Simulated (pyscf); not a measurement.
SnH₂ [singlet] + NH₃ -> H₂N–SnH: [singlet] + H₂ (four-centre exchange; singlet surface; H–Sn, H–N broken, N–Sn, H–H formed). Single points on ωB97X-D3(BJ)/def2-SVP structures (PySCF, gas phase). Energies in kJ/mol from the separated reactants.

```json
[
 {"level": "ωB97X-D3(BJ)/def2-TZVP", "barrier": "46.9", "reaction energy": "-44.7"},
 {"level": "r²SCAN/def2-TZVP", "barrier": "32.8", "reaction energy": "-48.8"},
 {"level": "B3LYP-D3(BJ)/def2-TZVP", "barrier": "46.4", "reaction energy": "-44.6"},
 {"level": "PBE0-D3(BJ)/def2-TZVP", "barrier": "(withheld)", "reaction energy": "-37.5"},
 {"level": "M06-2X/def2-TZVP", "barrier": "44.1", "reaction energy": "-52.2"},
 {"level": "HF/def2-TZVP", "barrier": "(withheld)", "reaction energy": "(withheld)"}
]
```

Q: What belongs in the gaps?

A: 
- PBE0-D3(BJ)/def2-TZVP, barrier: 40.8
- HF/def2-TZVP, barrier: 122.7
- HF/def2-TZVP, reaction energy: -12.5

The functionals in the table span 14.1 kJ/mol in this barrier, from r²SCAN to ωB97X-D3(BJ)/def2-TZVP. On the reactant side the descent ends in an adduct with a N–Sn contact, 102.6 kJ/mol under the separated species and 149.5 kJ/mol under the saddle at ωB97X-D3(BJ)/def2-TZVP. What is counted as formed (N–Sn) is already present as a longer contact in the reactant adduct; forming that adduct is a step of its own. At the saddle there is also a short H–Sn contact that neither side keeps. This is the saddle that the search found; another between the same sides may lie lower. Elements past Kr carry the def2 core potentials, without spin-orbit coupling.
